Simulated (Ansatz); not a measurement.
# AlB: the cost of one run

Computed with Ansatz 0.2.0, driven from Python. The levels of theory stand in the script.

## Step 1: The system

Bond lengths: Al1–B2 2.110 Å.

The script holds or builds the structure itself.

## Step 2: The script

run_x2c.py

```python
"""Scalar relativity in AlB(+)."""

import warnings

import ansatz as az
import numpy as np

FUNCTIONAL = "b3lyp"
CHARGE = 1

warnings.simplefilter("ignore", az.DeckWarning)

geometry_ang = [
    ("Al", [0.0, 0.0, 0.0]),
    ("B", [0.0, 0.0, 2.11]),
]
geometry = az.Crystal.molecule()
for symbol, xyz in geometry_ang:
    geometry = geometry.atom(symbol, xyz)

calc = (
    geometry.calculation()
    .functional(FUNCTIONAL)
    .charge(CHARGE)
    .spin("collinear", total=1)
    .scf(lower_state_search="light")
    .forces()
)
# a set contracted for a scalar-relativistic Hamiltonian goes with the relativistic run
sets = {"none": "cc-pVTZ", "scalar": "cc-pVTZ-DK"}
found = {kind: calc.basis(gaussian=basis).pseudopotentials(relativity=kind).run(threads=1, backend="cpu").report for kind, basis in sets.items()}
for kind, each in found.items():
    dipole = 4.803205 * np.linalg.norm(each["charge_distribution"]["dipole_moment_e_ang"])
    print(f"{kind:7s} E = {each['free_energy_ev']:.4f} eV  dipole {dipole:.3f} D  largest force component {np.abs(each['forces_ev_ang']).max():.4f} eV/A")
print(f"relativity lowers the total energy by {found['none']['free_energy_ev'] - found['scalar']['free_energy_ev']:.3f} eV")
```

## Step 3: The input behind the calls

The engine receives this input (first run):

```yaml
crystal:
  periodic: [false, false, false]
  atoms:
    - { symbol: Al, position_ang: [0.0, 0.0, 0.0] }
    - { symbol: B, position_ang: [0.0, 0.0, 2.11] }
basis:
  gaussian:
    orbitals: cc-pVTZ
hamiltonian:
  xc: b3lyp
  pseudopotentials:
    relativity: none
magnetization:
  spin_polarized: true
  initial_magnetization: 1.0
total_charge: 1.0
scf:
  lower_state_search: light
output:
  forces: true
```

## Step 4: Running it

On the command line:

```sh
$ python run_x2c.py
```

Q: Estimate wall time and peak memory on 1 thread of Arm Neoverse V1, shared host.

About 6.6 s, with a peak of 0.2 GiB.
